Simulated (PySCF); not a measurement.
BCl3, SMILES ClB(Cl)Cl.

Geometry optimised at PBE0-D3(BJ)/def2-SVP. The isomer is the one that the SMILES or the coordinates give; other isomers of the formula were not compared.

These are r2SCAN/def2-TZVPD in PySCF values and carry that method's errors.

Symmetry labels are those of the subgroup C2v that the program uses (full group D3h).

Computed valence orbital energies around the gap with their symmetry:
| orbital | symmetry | energy (eV) |
|---|---|---|
| HOMO−7 | A1 | -11.80 |
| HOMO−6 | B1 | -11.80 |
| HOMO−5 | B2 | -10.55 |
| HOMO−4 | A1 | -8.96 |
| HOMO−3 | B1 | -8.96 |
| HOMO−2 | A2 | -8.88 |
| HOMO−1 | B2 | -8.88 |
| HOMO | B1 | -8.05 |
| LUMO | B2 | -2.44 |
| LUMO+1 | A1 | -0.11 |
| LUMO+2 | A1 | 0.59 |
| LUMO+3 | A1 | 1.00 |
